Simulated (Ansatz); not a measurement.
**Si₂ (singlet): from Hartree-Fock to the top rungs, cc-pVDZ**

The task here is to estimate one member of a computed series from the others.

Computed with Ansatz 0.2.0, Gaussian basis. Level: cc-pVDZ, core rule «outside noble gas», up to 10 orbitals frozen.

The runs, in order: UHF; CCSD(T) on RHF; CCSD(T) on UHF; BCCD(T) on RHF; CISD; CCSDT(Q) on RHF; CCSDT(Q) on UHF; CISDTQ; CCSDTQ on RHF; CCSDTQ on UHF; CASSCF and MRCISD+Q, 8 electrons in 8 orbitals; CASSCF and NEVPT4(SD), 8 electrons in 8 orbitals; CASSCF and NEVPT2, 8 electrons in 8 orbitals; Full CI.

4 further runs of the same task are left out: 4 set aside as unsound or not needed.

### The geometry

The geometry is a PBE0/def2-TZVP stationary point (not a proven minimum) of the parent state, kept for this charge and spin.

2 atoms, charge 0, spin multiplicity 1.

Atoms are counted from 1 here; the program's logs count them from 0.

Bond lengths: Si1–Si2 2.255 Å.

Set-up of the first run:

The input, in.yaml:

```yaml
crystal:
  periodic: [false, false, false]
  atoms:
    - {symbol: Si, position_ang: [0.000000, 0.000000, 0.000000]}
    - {symbol: Si, position_ang: [0.000000, 0.000000, 2.254714]}
basis:
  gaussian: {orbitals: cc-pVDZ}
magnetization: {spin_polarized: true, initial_magnetization: 0}
hamiltonian: {xc: hf}
output: {orbitals: {seedname: orbitals}}
```

Run with:

```
$ ansatz run in.yaml --threads 1 --pin off --events-out ev --progress --plain --max-ram 4096MiB --backend cpu
```

Among the steps run: UHF; CCSD(T) on RHF; CCSD(T) on UHF; BCCD(T) on RHF; CISD; CCSDT(Q) on RHF; CCSDT(Q) on UHF; CISDTQ; CCSDTQ on RHF; CCSDTQ on UHF; CASSCF and MRCISD+Q, 8 electrons in 8 orbitals; CASSCF and NEVPT4(SD), 8 electrons in 8 orbitals; CASSCF and NEVPT2, 8 electrons in 8 orbitals; Full CI.

One table of the session follows, with a row left open; its other results are not shown here.

| method | from FCI (meV) |
| --- | --- |
| RHF | +5265.0 |
| RMP2 | +1439.8 |
| CISD | +855.6 |
| RCCSD | +408.6 |
| RCCSD(T) | +171.4 |
| BCCD(T) | +171.9 |
| RCCSDT | ? |
| CISDTQ | +113.3 |
| RCCSDT(Q) | +40.2 |
| RCCSDTQ | +6.8 |
| FCI | 0 |

**Question.** Estimate the row for RCCSDT.

The run gave: from FCI (meV): +100.5. In the column «from FCI (meV)» it lies between RCCSDT(Q) (+40.2) and CISDTQ (+113.3).

To keep in mind: The report flags that the cluster equations may have other roots. Left out of the table: CASSCF valence, NEVPT2 valence, NEVPT4(SD) valence, MRCISD valence, MRCISD+Q valence (the active space lost an orbital or holds another state than full CI finds). Left out of the table: UHF, UMP2, UCCSD, UCCSD(T), UCCSDT, UCCSDT(Q), UCCSDTQ (another determinant or state than the rows shown). The program flags RCCSDTQ as in doubt, so those rows may rest on another solution; read them beside their warnings.
